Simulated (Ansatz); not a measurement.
`CC1=CC=C1` + HCl → `ClC1=CC=C1` + CH₄ at 298.15 K and 1 bar (substitution at a C–C bond).

Program: Ansatz. Geometries: PBE0-D4/def2-TZVP. ΔE: electronic, gas phase. CCSD(T)/CBS is the MP2 limit (def2-TZVPP, def2-QZVPP) plus CCSD(T) − MP2 in def2-TZVPP, frozen cores. This one scheme is used for every species.

| species | CCSD(T)/CBS energy (Eh) | H − E (kJ/mol) | S (J/(mol·K)) |
| --- | --- | --- | --- |
| `CC1=CC=C1` | -193.73925 | 250.9 | 297.5 |
| HCl | -460.38127 | 26.6 | 186.8 |
| `ClC1=CC=C1` | -613.64986 | 153.1 | 296.7 |
| CH₄ | -40.46206 | 127.4 | 186.2 |

H − E and S are ideal-gas, rigid-rotor, harmonic terms from PBE0-D4/def2-TZVP. 1 Eh = 2625.50 kJ/mol, R = 8.31446 J/(mol·K).

Q: By hand: ΔE, ΔH, ΔS and ΔG.

A: ΔE = (-613.64986) + (-40.46206) − (-193.73925) − (-460.38127) = 0.00860 Eh = 22.6 kJ/mol. Δ(H − E) = 153.1 + 127.4 − 250.9 − 26.6 = 3.0, so ΔH = 25.6 kJ/mol. ΔS = 296.7 + 186.2 − 297.5 − 186.8 = -1.4 J/(mol·K). ΔG = 25.6 − 298.15 × (-1.4)/1000 = 26.0 kJ/mol.

Q: By hand: the equilibrium constant, and the temperature at which ΔG would vanish if ΔH and ΔS stayed fixed.

A: log₁₀ K = −ΔG/(RT ln 10) = -4.6. ΔH and −TΔS have one sign here, so there is no such temperature.

The number of gas molecules stays the same, so ΔS is small and ΔH decides. A doubt of 5 kJ/mol in ΔE shifts log₁₀ K by 0.9 here. These are equilibria of isolated gas molecules and say nothing of rates. Largest T1 diagnostic: 0.012 (customary marks: 0.02 for closed shells, 0.045 for open ones).

ΔS is within the doubt of such terms, so its sign, and with it that verdict, could turn.
